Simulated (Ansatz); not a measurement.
**C₅H₁₀O₂: up Jacob's ladder to CCSD(T)**

Aim: compute C₅H₁₀O₂ with functionals from several rungs and with coupled cluster. The yardstick is the atomisation energy at the CCSD(T) limit.

Method: functionals in def2-TZVPP, the program's frozen cores in correlated methods; program: Ansatz 0.2.0, Gaussian basis.

The runs, in order: PBE-D4, r2SCAN-D4, PBE0-D4, B3LYP-D4, ωB97X-V, ωB97M-V, B2PLYP; CCSD(T)/def2-TZVPP; MP2/def2-QZVPP; extrapolation to the limit.

## 1. The relaxed structure

All runs share one geometry, relaxed beforehand with PBE0-D4 in a triple-zeta def2 set.

SMILES `CC1CCOCO1`, 17 atoms, charge 0, spin multiplicity 1.

Atoms are counted from 1 here; the program's logs count them from 0.

Bond lengths: C1–C2 1.507 Å, C1–H8 1.091 Å, C1–H9 1.092 Å, C1–H10 1.092 Å, C2–C3 1.521 Å, C2–O7 1.421 Å, C2–H11 1.104 Å, C3–C4 1.517 Å, C3–H12 1.094 Å, C3–H13 1.094 Å, C4–O5 1.413 Å, C4–H14 1.091 Å, C4–H15 1.102 Å, O5–C6 1.394 Å, C6–O7 1.393 Å, C6–H16 1.107 Å, C6–H17 1.089 Å. Angles: C2–C1–H8 110.6°, C2–C1–H9 110.4°, C2–C1–H10 110.2°, H8–C1–H9 108.6°, H8–C1–H10 108.4°, H9–C1–H10 108.6°, C1–C2–C3 113.6°, C1–C2–O7 107.7°, C1–C2–H11 109.6°, C3–C2–O7 109.3°, C3–C2–H11 108.5°, O7–C2–H11 108.0°, C2–C3–C4 109.4°, C2–C3–H12 108.9°, C2–C3–H13 110.3°, C4–C3–H12 109.6°, C4–C3–H13 110.4°, H12–C3–H13 108.2° and more.

## 2. PBE-D4 (GGA)

in.yaml reads:

```yaml
crystal:
  periodic: [false, false, false]
  atoms:
    - {symbol: C, position_ang: [-0.810617, 1.745310, 1.013793]}
    - {symbol: C, position_ang: [-0.009908, 0.722681, 0.250040]}
    - {symbol: C, position_ang: [-0.846835, -0.120456, -0.699957]}
    - {symbol: C, position_ang: [0.009210, -1.234968, -1.271885]}
    - {symbol: O, position_ang: [0.636798, -1.958579, -0.233196]}
    - {symbol: C, position_ang: [1.390367, -1.106717, 0.572561]}
    - {symbol: O, position_ang: [0.622131, -0.126838, 1.197445]}
    - {symbol: H, position_ang: [-0.165635, 2.311156, 1.688118]}
    - {symbol: H, position_ang: [-1.293661, 2.442536, 0.325705]}
    - {symbol: H, position_ang: [-1.582780, 1.252418, 1.608623]}
    - {symbol: H, position_ang: [0.778209, 1.230118, -0.333649]}
    - {symbol: H, position_ang: [-1.687229, -0.550607, -0.146529]}
    - {symbol: H, position_ang: [-1.250465, 0.500970, -1.504984]}
    - {symbol: H, position_ang: [-0.582447, -1.952104, -1.842581]}
    - {symbol: H, position_ang: [0.776656, -0.815062, -1.942296]}
    - {symbol: H, position_ang: [2.177116, -0.624309, -0.037916]}
    - {symbol: H, position_ang: [1.839097, -1.715548, 1.356707]}
basis:
  gaussian: {orbitals: def2-TZVPP}
hamiltonian: {xc: pbe, dispersion: d4}
output: {forces: true, orbitals: {seedname: orbitals}}
```

On the command line:

```sh
$ ansatz run in.yaml --threads 2 --pin off --events-out ev --progress --plain --max-ram 32768MiB --backend cuda --devices 0, --max-vram 18GiB
```

The runs that follow: r2SCAN-D4 (meta-GGA); PBE0-D4 (hybrid); B3LYP-D4 (hybrid); ωB97X-V (range-separated); ωB97M-V (range-separated); B2PLYP (double hybrid); CCSD(T) in def2-TZVPP; MP2 in def2-QZVPP.

Q: Predict the results of all the runs planned. Wanted: atomisation energy, CCSD(T)/CBS; farthest; mean size of error, hybrid; mean size of error, range-separated; gap, smallest and largest; T1 diagnostic; triples share of the correlation energy.

As calculated:

| quantity | value |
| --- | --- |
| atomisation energy, CCSD(T)/CBS | 71.974 eV |
| functionals within 0.360 eV (0.5 %) | r2SCAN-D4, B3LYP-D4, ωB97X-V, ωB97M-V |
| farthest | PBE-D4 (+1.860 eV) |
| mean size of error, hybrid | 0.318 eV |
| mean size of error, range-separated | 0.220 eV |
| gap, smallest and largest | 6.58 eV (PBE-D4), 13.24 eV (ωB97X-V) |
| T1 diagnostic | 0.0111 |
| triples share of the correlation energy | 3.9 % |

**Reading.** PBE-D4 misses by +1.860 eV. Double hybrids carry the basis error of their MP2 part in triple zeta, and no dispersion term here, so their miss is partly the set-up's. Misses under about 0.360 eV are within the doubt on the reference itself, which lacks core-valence correlation, relativity and higher excitations. Hartree-Fock recovers 73 % of the binding; the rest is correlation. Orbital gaps span 6.6 to 13.2 eV; exact exchange widens them.
